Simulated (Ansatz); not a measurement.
Two shapes of singlet N₂O.

Shape 1:

```xyz
3

N     0.0000    0.0000   -1.1943
N     0.0000    0.0000   -0.0683
O     0.0000    0.0000    1.1047
```

Shape 2:

```xyz
3

N     0.0000    0.0000   -1.0987
N     0.0000    0.0000   -0.0628
O     0.0000    0.0000    1.0164
```

Basis set: def2-TZVP (spherical functions). Correlated methods keep 3 orbitals frozen. Charge 0, multiplicity 1.

Computed with Ansatz (development build ahead of 0.2.0); each method stands on the lowest determinant of its kind that the runs found.

(1) Which shape is lower in energy, and by how much in each method?

## Answers

(1)

```tsv
method	E(2) − E(1) (eV)
RHF	0.503
RHF-MP2	1.452
```

Shape 1 is lower. Caution: no unrestricted run beside it, a lower state can exist.
